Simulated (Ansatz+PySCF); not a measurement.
A calculation with Ansatz (development build ahead of 0.2.0).

```yaml
crystal:
  periodic: [false, false, false]
  atoms:
    - { symbol: C, position_ang: [-0.00744, -0.12986, -1.06656] }
    - { symbol: C, position_ang: [0.00301, 0.31112, 0.30824] }
    - { symbol: O, position_ang: [-0.0071, -0.7375, 1.18684] }
    - { symbol: H, position_ang: [0.00532, -0.34876, 2.07534] }
    - { symbol: H, position_ang: [-0.00582, -1.17744, -1.33901] }
    - { symbol: H, position_ang: [-0.00995, 0.63647, -1.83818] }
    - { symbol: O, position_ang: [0.00797, 1.45903, 0.68481] }
basis:
  gaussian: { orbitals: cc-pVTZ }
magnetization:
  spin_polarized: true
  initial_magnetization: 1
hamiltonian:
  xc: hf
correlation:
  method: mp2
  frozen_orbitals: { C: 1, H: 0, O: 1 }
output:
  forces: true
```

The input is written out in the form of the current development build from the run's settings.

The run gave:

```yaml
Converged: yes
Reference_energy: -227.27502 hartree
Correlation_energy: -0.75907 hartree
Total_energy: -228.03410 hartree
Spin_squared_of_the_determinant: 0.801
Stability_test: minimum
```

Forces (eV/Å):
```
atom      Fx      Fy      Fz
  C1   0.023  -0.113  -1.023
  C2  -0.085   0.260   1.545
  O3   0.044   0.174  -0.542
  H4  -0.012   0.120  -0.186
  H5  -0.005   0.227   0.174
  H6  -0.001  -0.297   0.339
  O7   0.036  -0.371  -0.306
```
